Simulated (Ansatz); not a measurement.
**MgH₂: single points off equilibrium**

One table from this session's results is given with a row withheld; the runs are named, their logs left out.

The runs use Ansatz 0.2.0, Gaussian basis; single points in def2-TZVPP.

Cores are frozen in the correlated methods. The outer core shell of Li, Na, Mg and K is correlated.

## The system as given

SMILES `[MgH2]`, 3 atoms, charge 0, spin multiplicity 1.

Atoms are counted from 1 here; the program's logs count them from 0.

Bond lengths: Mg1–H2 1.762 Å, Mg1–H3 1.678 Å. Angles: H2–Mg1–H3 160.0°.

Coordinates:

```mol
H2Mg
  3D, bonds by distance, orders not assigned

  3  2  0  0  0  0  0  0  0  0999 V2000
    0.1200   -0.0437    0.0027 Mg  0  0
    0.6039    1.6108    0.3664 H   0  0
   -0.8478   -1.3440   -0.4301 H   0  0
  1  2  8  0
  1  3  8  0
M  END
```

The first run:

The input, run/in.yaml:

```yaml
crystal:
  periodic: [false, false, false]
  atoms:
    - {symbol: Mg, position_ang: [0.120000, -0.043700, 0.002700]}
    - {symbol: H, position_ang: [0.603900, 1.610800, 0.366400]}
    - {symbol: H, position_ang: [-0.847800, -1.344000, -0.430100]}
basis:
  gaussian: {orbitals: def2-TZVPP}
correlation: {method: ccsd_t}
output: {forces: true}
```

The command line of these runs was not kept.

Steps of the session up to this table: CCSD(T)/def2-TZVPP; PBE0-D4/def2-TZVPP; wB97M-V/def2-TZVPP; r2SCAN-D4/def2-TZVPP; PBE-D4/def2-TZVPP; r2SCAN0-D4/def2-TZVPP; BLYP-D4/def2-TZVPP.

One table of the session follows, with a row left open; its other results are not shown here.

| method | RMS force component (eV/Å) | angle to CCSD(T) forces (°) | dipole (D) |
| --- | --- | --- | --- |
| CCSD(T) | 0.345 | reference | 1.41 |
| PBE0-D4 | ? | ? | ? |
| wB97M-V | 0.355 | 2.3 | 1.39 |
| r2SCAN-D4 | 0.340 | 6.6 | 1.38 |
| PBE-D4 | 0.327 | 12.5 | 1.28 |
| r2SCAN0-D4 | 0.351 | 2.1 | 1.42 |
| BLYP-D4 | 0.329 | 6.5 | 1.28 |

**Question.** Estimate the row for PBE0-D4.

As computed: RMS force component (eV/Å): 0.341; angle to CCSD(T) forces (°): 5.6; dipole (D): 1.36. In the column «RMS force component (eV/Å)» it lies between r2SCAN-D4 (0.340) and CCSD(T) (0.345).
